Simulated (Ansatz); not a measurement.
`[SiH2]1[SiH2][SiH2]1`, charge 0, multiplicity 1.

Give a relaxed structure at PBE0-D4/def2-TZVP (the Gaussian-basis code of Ansatz). (Estimate.)

Computed: 
Z-matrix (Å, degrees):
```
Si
Si 1 2.330
Si 1 2.330 2 60.0
H 1 1.484 2 118.5 3 -108.3
H 1 1.484 2 118.5 3 108.3
H 2 1.484 1 118.6 3 -108.4
H 2 1.484 1 118.5 3 108.2
H 3 1.484 1 118.5 2 -108.2
H 3 1.484 1 118.6 2 108.3
```
Point group D3h.
This is one stationary point; other conformers may exist.
